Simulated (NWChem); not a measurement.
# methylamine (CH$_{5}$N); SMILES CN

```xyz
7

C     -0.0077     0.6900     0.0000
N     -0.0967    -0.7537     0.0000
H     -0.5281     1.0968    -0.8817
H     -0.5281     1.0968     0.8817
H      1.0167     1.1197     0.0000
H      0.3764    -1.1414    -0.8133
H      0.3764    -1.1414     0.8133
```
Atoms are numbered in this order, from 1.

Results from NWChem. Geometry optimised at PBE0/def2-SVP; all other runs use it. 

```csv
quantity,level,value
"vertical, lowest excitation, singlet (eV)","B3LYP/def2-SVPD, TDA",5.98
"anisotropy (bohr³), static",B3LYP/def2-SVPD,3.7
cavity-dispersion-structure term (kcal/mol) in n-hexane,"PBE0/def2-SVP, SMD",0.3
−ε(HOMO) (eV),PBE/def2-SVP,[?]
dipole (D),PBE0/def2-SVP,[?]
highest harmonic frequency (cm⁻¹),PBE0/def2-SVP,[?]
```

### Question
Complete the blanks.

### Answer

- −ε(HOMO) (eV), value: 4.87
- dipole (D), value: 1.34
- highest harmonic frequency (cm⁻¹), value: 3627
